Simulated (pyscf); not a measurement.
H₂B–P=SiH₂ + H₂ -> H₂B–PH–SiH₃, an addition across a multiple bond or ene-type step (singlet surface; H–H broken, H–P, H–Si formed). Optimised with ωB97X-D3(BJ)/def2-SVP in PySCF. Energies in kcal/mol from the separated reactants.

AM1 to PM7: differences of heats of formation from MOPAC, which are fitted to 298 K values and so differ in kind from electronic energies by zero-point and thermal terms. 

### Question
Quick PM3 single points give ΔE‡ = 19.6 kcal/mol and ΔE = -24.5 kcal/mol. What does ωB97M-D3(BJ)/def2-TZVP give, and how far is the quick result from it?

### Answer
ωB97M-D3(BJ)/def2-TZVP gives ΔE‡ = 20.7 kcal/mol and ΔE = -39.0 kcal/mol. PM3 lies 1.1 kcal/mol under it in the barrier and 14.6 kcal/mol over it in the reaction energy, so on this step it does not hold to within 3.0 kcal/mol. ωB97M-D3(BJ)/def2-TZVP has limits of its own. At the saddle there is also a short H–Si contact that neither side keeps. This is the saddle that the search found; another between the same sides may lie lower.
